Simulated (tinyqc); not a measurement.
Worked calculation: geometry optimisation on the UHF/sto-3g surface (energies and gradients from PySCF), for LiH+, spin multiplicity 2. Computed by tinyqc, a small Python program that keeps every step (integrals from PySCF). Settings: charge = 1, multiplicity = 2, basis = sto-3g, optimiser = bfgs, first Hessian = 0.6, largest step = 0.3, iteration cap = 30. Command: `OMP_NUM_THREADS=1 python tinyqc.py 31701 31702 out.jsonl` (the two numbers bound the seeds that draw the settings). One thread of a shared host (Intel(R) Xeon(R) Processor @ 2.60GHz), about 0.4 s of CPU time with the checks.

## Step 1: energy and gradient

positions at the start (bohr):
```
           x        y        z
1Li  0.00000  0.00000  0.00000
2H   0.00000  0.00000  2.70987
```

Self-consistent energy and analytic gradient at these positions.

energy = -7.6010926 hartree

gradient (hartree/bohr):
```
             x          y           z
1Li  0.0000000  0.0000000   0.0555274
2H   0.0000000  0.0000000  -0.0555274
```

## Step 1: move

Quasi-Newton step p = -H^(-1) g (first H = 0.6 times the unit matrix); steps longer than 0.3 bohr are cut back.

positions after step 1 (bohr):
```
           x        y         z
1Li  0.00000  0.00000  -0.09255
2H   0.00000  0.00000   2.80241
```

## Step 2: energy and gradient

As before.

energy = -7.6096797 hartree

gradient (hartree/bohr):
```
             x          y           z
1Li  0.0000000  0.0000000   0.0380961
2H   0.0000000  0.0000000  -0.0380961
```

## Step 2: move

inverse Hessian in use (bohr^2/hartree):
```
         1        2         3        4        5         6
1  1.66667  0.00000   0.00000  0.00000  0.00000   0.00000
2  0.00000  1.66667   0.00000  0.00000  0.00000   0.00000
3  0.00000  0.00000   3.48792  0.00000  0.00000  -1.82125
4  0.00000  0.00000   0.00000  1.66667  0.00000   0.00000
5  0.00000  0.00000   0.00000  0.00000  1.66667   0.00000
6  0.00000  0.00000  -1.82125  0.00000  0.00000   3.48792
```

Quasi-Newton step p = -H^(-1) g (the inverse Hessian comes from BFGS updates; coordinates in the order x, y, z of each atom); steps longer than 0.3 bohr are cut back.

positions after step 2 (bohr):
```
           x        y         z
1Li  0.00000  0.00000  -0.29480
2H   0.00000  0.00000   3.00467
```

## Convergence

Stop when the largest gradient component is below 3e-5 hartree/bohr. The inverse Hessian follows the BFGS update with s = step, y = change of gradient.

Course of the optimisation:

| step | E (hartree) | largest gradient (hartree/bohr) |
|---|---|---|
| 1 | -7.6010926 | 5.55e-02 |
| 2 | -7.6096797 | 3.81e-02 |
| 3 | -7.6196155 | 1.35e-02 |
| 4 | -7.6216577 | 5.28e-03 |
| 5 | -7.6221209 | 1.37e-03 |
| 6 | -7.6221599 | 2.11e-04 |
| 7 | -7.6221610 | 1.08e-05 |

Final distances (angstrom):

| pair | distance |
|---|---|
| 2H-1Li | 1.97066 |

Converged in 7 steps.
